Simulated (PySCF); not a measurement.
Identify the unknown among the candidates.

All candidates are C4H7N.

- Rotational structure: rotational constants A, B, C: 7.988, 4.324, 3.093 GHz [PBE0-D3(BJ)/def2-SVP]
- UV, strongest line: among the 10 lowest singlet transitions: S9 at 10.22 eV (121 nm, f = 0.527) [TDDFT wB97X-D/def2-SVPD]
- UV, first state: lowest singlet excitation: 8.00 eV (155 nm, f = 0.000) [TDDFT wB97X-D/def2-SVPD]
- Valence photoelectron: vertical ionisation energy: 11.04 eV [ΔSCF wB97X-D/def2-SVPD]
- Polarisability: 54.2 au [wB97X-D/def2-SVPD]
- Triplet: lowest triplet excitation (Tamm–Dancoff): 6.02 eV [TDA wB97X-D/def2-SVPD]
- Couplings: largest of the computed one-bond spin–spin couplings (means over like bonds): 13C–1H +145.2, 13C–1H +135.8 (×6), 13C–13C +38.2 (×2), 15N–13C -12.4, 15N–13C -8.1 Hz [B3LYP/pcJ-1, spin–dipole term left out for some pairs]

Gas-phase values; electronic properties from PySCF, density fitting. Levels stand in brackets. Geometry: PBE0-D3(BJ)/def2-SVP; no solvent, vibrations or thermal averaging.

**Question.** Which candidate is it?
A. `CCCC#N`
B. `N[C@H]1[C@H]2C[C@@H]12`
C. `[C-]#[N+]C(C)C`

**Answer.** C. It is `[C-]#[N+]C(C)C`. Numbering: `[C-:1]#[N+:2][CH:3]([CH3:4])[CH3:5]`. The couplings run between: +145.2 Hz, sp3 carbon bound to nitrogen [C3] and its hydrogen; +135.8 Hz, methyl carbon [C4] and its hydrogen (with 5 like pairs); +38.2 Hz, sp3 carbon bound to nitrogen [C3] and methyl carbon [C4] (with 1 like pair); -12.4 Hz, isocyanide nitrogen [N2] and sp3 carbon bound to nitrogen [C3]; -8.1 Hz, isocyanide nitrogen [N2] and isocyanide carbon [C1]. The first electron is taken from the HOMO, whose largest Löwdin shares are 0.81 on the isocyanide carbon and 0.15 on the isocyanide nitrogen. The optimised geometry has point group Cs and is an asymmetric top.

The others, at the same levels:
- `N[C@H]1[C@H]2C[C@@H]12` fails: its computed lowest singlet excitation is 6.90 eV (180 nm, f = 0.017) (against 8.00 eV), vertical ionisation energy is 9.31 eV (against 11.04 eV) and lowest triplet excitation (Tamm–Dancoff) is 6.68 eV (against 6.02 eV).
- `CCCC#N` fails: its computed lowest singlet excitation is 7.72 eV (161 nm, f = 0.000) (against 8.00 eV), vertical ionisation energy is 11.74 eV (against 11.04 eV) and lowest triplet excitation (Tamm–Dancoff) is 6.41 eV (against 6.02 eV).

Each candidate is one conformer, not necessarily the lowest. Dipoles, sizes and rotational constants follow the conformer. The torsions of the flexible species, by atom-mapped SMILES:
- `[NH2:1][C@H:2]1[C@H:3]2[CH2:4][C@@H:5]12`: H–N1–C2–C3 -156°, H–N1–C2–C3 86°
- `[CH3:1][CH2:2][CH2:3][C:4]#[N:5]`: C1–C2–C3–C4 180°
